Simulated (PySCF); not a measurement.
Theory: core-valence-separated Tamm–Dancoff BHandHLYP/aug-pcX-1 (pcseg-1 on H) in PySCF, non-relativistic, gas phase, PBE0-D3(BJ)/def2-SVP geometry. The energies are unshifted.

Main lines of an unknown, eV (oscillator strength): C K: 285.5 (0.020), 286.0 (0.022), 286.1 (0.030), 286.2 (0.021), 286.3 (0.051); F K: 686.4 (0.020), 686.6 (0.018), 687.1 (0.015), 687.2 (0.013), 687.7 (0.010). Listed: the first five lines at most of each edge with a tenth or more of its strongest line's intensity; roots within 0.03 eV on the same or equivalent atoms are summed. Only the lowest roots were sought, and the top ones are left out.

Task: Which candidate gives them?
A. `CC(C)C(F)F` ((CH3)2CHCHF2)
B. `CCCC(F)F` (CH3CH2CH2CHF2)

Result: A. 

- `CC(C)C(F)F`: C K: 285.5 (0.020), 286.0 (0.022), 286.1 (0.030), 286.2 (0.021), 286.3 (0.051); F K: 686.4 (0.020), 686.6 (0.018), 687.1 (0.015), 687.2 (0.013), 687.7 (0.010). First C line listed at 285.5 eV, hole on the methyl carbon; first F line listed at 686.4 eV, hole on the fluorine of a CF2 group.
- `CCCC(F)F`: C K: 285.4 (0.009), 285.8 (0.017), 286.0 (0.022), 286.1 (0.054), 286.3 (0.019); F K: 686.5 (0.023), 686.6 (0.021), 687.1 (0.015), 687.2 (0.013), 687.6 (0.003). First C line listed at 285.4 eV, hole on the methyl carbon; first F line listed at 686.5 eV, hole on the fluorine of a CF2 group.

One conformer each; other structures than these candidates weren't tested.

The values belong to the conformer `[CH3:1][CH:2]([CH3:3])[CH:4]([F:5])[F:6]`: C1–C2–C4–F5 -61°.
